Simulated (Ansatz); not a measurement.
Cost against result

The pair of NH₃ (SMILES N, atoms 1–4) and N₂ (SMILES N#N, atoms 5–6), both closed shells, in one local arrangement (a lower one may exist), relaxed at PBE0-D4/def2-TZVP:

```
6
angstrom
N 0.0863 0.2534 -1.0435
H -0.1719 -0.6608 -0.6925
H -0.6798 0.5777 -1.6209
H 0.8840 0.1238 -1.6535
N -0.1838 -0.5715 2.1876
N 0.0652 0.2774 2.8230
```

Interaction energies are counterpoise-corrected; the time is that of the whole pair.

Program: Ansatz 0.2.0. Basis: as named in each row. Cores are frozen in the correlated methods. B3LYP uses VWN-RPA correlation. Extrapolation: Hartree–Fock as exp(−7.88 √X), correlation as X^−2.97.

Times are rough, for one single point on 2 threads of a shared host (Intel Xeon Platinum 8488C).

The estimate by CCSD(T) at an estimated basis limit (MP2 extrapolated from triple and quadruple zeta, plus CCSD(T) − MP2 in triple zeta) is -0.67 kcal/mol.

```csv
method,basis,time (s),interaction energy (kcal/mol),method less estimate
HF,STO-3G,under 1,-0.46,0.21
PBE-D4,STO-3G,under 1,-1.06,-0.39
SPW92,def2-SVP,under 1,-1.15,-0.48
B3LYP-D4,6-31G,under 1,-1.04,-0.37
PBE-D4,def2-SVP,under 1,-0.89,-0.22
PBE0-D4,def2-SVP,under 1,-0.79,-0.12
CCSD(T),def2-SVP,1,-0.37,0.30
revPBE-D4,def2-TZVPPD,1,-0.60,0.07
PBE-D4,def2-TZVPPD,2,-0.87,-0.20
BLYP-D4,def2-TZVPPD,2,-0.53,0.14
wB97M-V,def2-SVP,2,-0.66,0.01
B3LYP-D4,def2-TZVPPD,2,-0.61,0.05
HSE06-D4,def2-TZVPPD,2,-0.75,-0.08
PBE0-D4,def2-TZVPPD,2,-0.74,-0.07
r2SCAN-D4,def2-TZVPPD,3,-0.64,0.03
B2PLYP,def2-TZVPPD,4,-0.33,0.34
B97M-V,def2-TZVPPD,4,-0.71,-0.04
wB97X-V,def2-TZVPPD,6,-0.68,-0.01
wB97M-V,def2-TZVPPD,6,-0.62,0.05
MP2,def2-QZVPPD,11,-0.71,-0.04
CCSD(T),def2-TZVPPD,26,-0.60,0.06
```

The T1 diagnostic stays at or below 0.014.
